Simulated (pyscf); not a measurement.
Structures and frequencies: ωB97X-D3(BJ)/def2-SVP in PySCF. Correlated levels are frozen-core, on RHF or UHF. ΔMP2 is the change of the MP2 total energy from the triple- to the quadruple-zeta basis.

Task: For `[FH]` + `[F][C][Cl]` [singlet] → `[F][C][F]` [singlet] + `[ClH]`, a four-centre exchange (singlet surface; F–H, C–Cl broken, C–F, Cl–H formed), PBE/def2-TZVP gives ΔE‡ = 0.69 eV and ΔE = -0.41 eV (zero: the separated reactants). In which direction and how far do B3LYP-D3(BJ)/def2-TZVP, ωB97M-D3(BJ)/def2-TZVP, CCSD(T)/def2-TZVPP + ΔMP2(QZVPP) move these?

Result: B3LYP-D3(BJ): ΔE‡ = 0.96 eV, ΔE = -0.48 eV; ωB97M-D3(BJ): ΔE‡ = 1.06 eV, ΔE = -0.56 eV; CCSD(T): ΔE‡ = 1.25 eV, ΔE = -0.45 eV. PBE's barrier lies under all of them, by 0.27 to 0.56 eV. Its reaction energy lies over all of them, by 0.04 to 0.16 eV. Low barriers are usual for a GGA, whose delocalisation error favours stretched bonds. The same reactants have a lower exit, to F–CH(F)–Cl (barrier +0.53 eV at ωB97M-D3(BJ), against +1.06 eV here). This is the saddle that the search found; another between the same sides may lie lower. The CCSD(T) − MP2 part came from Ansatz, without density fitting, on the same reference.
